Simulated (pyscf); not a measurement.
This saddle point was located with ωB97X-D3(BJ)/def2-SVP in PySCF.

```xyz
6

C      0.2358     0.2139    -0.0194
Br     1.2326     0.6720    -1.8326
H      0.9337     0.6857     0.6767
H     -0.7096     0.7250    -0.2168
H      0.2502    -0.8763    -0.0937
H     -0.5185    -0.1329     1.3526
```
Charge 0, spin multiplicity 2.

Surface: doublet, charge 0. Lowest wavenumbers (cm⁻¹): 1339i, 422, 422, 520, 1078.

Question: What reaction is this the transition state of?

Answer: bromomethane (H₃C–Br) + H atom (H•) ⇌ methane (CH₄) + Br atom (Br•), a substitution at C read from left to right: Br–C broken and C–H formed. At CCSD(T)/def2-TZVPP + ΔMP2(QZVPP) it lies +13.2 kcal/mol from the left side and +48.5 kcal/mol from the right (each side as separated species at their lowest minima found). The same reactants have a lower exit, to CH₃• + HBr (barrier +7.7 kcal/mol at ωB97M-D3(BJ)/def2-TZVP, against +13.5 kcal/mol here). One saddle was located; it need not be the lowest between these sides. The angle at the attacked C is 180°. The CCSD(T) − MP2 part came from Ansatz, without density fitting, on the same reference. The frozen core leaves the outer d or s,p core shells of the metals and heavy elements correlated in the MP2 and CC values, and def2-TZVPP describes them poorly, which can shift differences by a few kcal/mol. Left out: the spin-orbit lowering of Br, which is large for Br, Se, Te and I. Elements up to Kr have no core potential and no relativistic terms here.
